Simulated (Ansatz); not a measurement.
Consider the silylene loss: `[AlH2][S][SiH3]` → `[AlH2][SH]` + `[SiH2]`.

Program: Ansatz. Geometries: PBE0-D4/def2-TZVP. ΔE: electronic, gas phase. CCSD(T)/CBS is the MP2 limit (def2-TZVPP, def2-QZVPP) plus CCSD(T) − MP2 in def2-TZVPP, frozen cores. This one scheme is used for every species. DFT in def2-TZVPP. HSE06 is defined as in plane-wave codes.

```json
{"level": "HSE06-D4", "ΔE (kcal/mol)": "73.9"}
{"level": "PBE-QIDH", "ΔE (kcal/mol)": "75.3"}
{"level": "revPBE", "ΔE (kcal/mol)": "65.9"}
{"level": "r2SCAN", "ΔE (kcal/mol)": "75.3"}
{"level": "PBE0", "ΔE (kcal/mol)": "72.1"}
{"level": "SCS-MP2/def2-QZVPP", "ΔE (kcal/mol)": "72.6"}
{"level": "HF/CBS(def2)", "ΔE (kcal/mol)": "66.4"}
{"level": "CCSD/CBS(def2)", "ΔE (kcal/mol)": "69.7"}
```

Question: What does CCSD(T)/CBS give? (Estimate.)

Answer: The calculation gave: +70.9 kcal/mol. The listed levels differ from it by 3.0, 4.4, -5.0, 4.4, 1.2, 1.7, -4.5, -1.2 kcal/mol.

Largest T1 diagnostic among the species: 0.014.

From PBE to PBE0 (25 % exact exchange), in def2-TZVPP and without D4, ΔE moves by +2.6 kcal/mol. The D4 term adds +3.4 kcal/mol with B3LYP and +1.8 kcal/mol with PBE0; it sums over pairs of atoms, weighted by their polarisabilities, and B3LYP, whose exchange is more repulsive, gets the larger term. Leaving LDA and LC-ωPBE aside and taking each functional with its dispersion term where it has one, the values, not all of them listed here, spread over 10.0 kcal/mol, from BLYP-D4 to r2SCAN0-D4. LDA lies +7.4 kcal/mol from PBE without D4.

B3LYP here is the variant with VWN-RPA as its local correlation; programs differ in this.
